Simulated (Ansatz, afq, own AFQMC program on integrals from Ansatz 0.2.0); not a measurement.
SiGeH3, doublet in cc-pVDZ, levels against AFQMC with the constraint released

```xyz
5

Si   -0.0059    0.0000    1.6929
Ge   -0.0015    0.0000   -0.7474
H     1.4617    0.0000    1.9964
H    -0.5952    1.2043    2.3467
H    -0.5953   -1.2043    2.3467
```

Connectivity, by distances: SiH3–Ge.

Basis cc-pVDZ. Noble-gas cores (and the filled d shells of Ga–Kr and In–Xe) are frozen. Ansatz 0.2.0 and our own AFQMC program on the same integrals; the CISD trial comes from CCSD amplitudes, and released means the phaseless constraint is let go. Free projection: walkers drawn from exp(T), propagated without any constraint. Its projection time is finite, and what remains of the start isn't in its error. ± is one standard error of the sampling. No spin–orbit coupling.

Determinant: UHF, the one that the program's search chose, which needn't be the lowest solution. The geometry is a PBE0/def2-TZVP stationary point of this or a neighbouring charge and spin state.

No full CI on the walks' own integrals is used here. The released AFQMC energy serves as the reference, which it does only where one determinant dominates, the energy is flat over the last release times and near the phaseless one (40 meV or 2 meV an electron, half that with transition metals). On small molecules, where full CI could be run and the noise was under 10 meV, such values lay within 10 meV of it in 19 cases of 20, a flattering rate, since the rule was set on those same cases; what remains of the bias isn't in the error bar.

Cautions: no relativity below Rb; no spin-orbit coupling; inner d shell frozen; unrestricted determinant slightly spin contaminated (⟨S²⟩ 0.81 against 0.75); the ph-AFQMC/CISD walk drifts between its halves (2.2 errors); the released value is read at 2.40 1/Eh with a noise of 15 meV, more than in the cases checked (meV from the phaseless value at times in 1/Eh: -6 ± 9 at 0.24, -5 ± 10 at 0.51, -10 ± 14 at 0.99, -9 ± 11 at 1.62, -11 ± 15 at 2.40).

The T1 diagnostic is 0.0317, the weight of the determinant in the CISD state is 0.854 and the ⟨S²⟩ of the determinant is 0.809. The size of the correlated space is 11 electrons in 41 orbitals.

```
  level  correlation energy (eV)
    MP2                  -4.3004
   CCSD                  -5.4738
CCSD(T)                  -5.6135
```

Question: Estimate where free-projection AFQMC lies against CCSD(T) on the same integrals.

Answer: 0.40 ± 0.24 kcal/mol below CCSD(T). The gap is under twice the noise, so this walk alone can't tell the two apart.

Reference: AFQMC with the constraint released, correlation energy -5.645 ± 0.015 eV.

| level | E − E(reference) (kcal/mol) | share of correlation (%) |
| --- | --- | --- |
| CCSD(T) | 0.72 ± 0.34 | 99.45 |
| ph-AFQMC/HF | -0.26 ± 0.81 | 100.20 |
| ph-AFQMC/CISD | 0.26 ± 0.42 | 99.80 |
| free AFQMC | 0.31 ± 0.42 | 99.76 |

Free projections are given only where their last times agree within the noise and don't stop above the reference; a slow remainder of the start can still hide under it. A walk keeps the symmetry of its determinant, which the program's search chose and which needn't be the lowest solution, so a lower state of the same spin and another symmetry isn't excluded. Released energies are given only where the last usable release times agree within the noise; a slower fall can still hide under it.
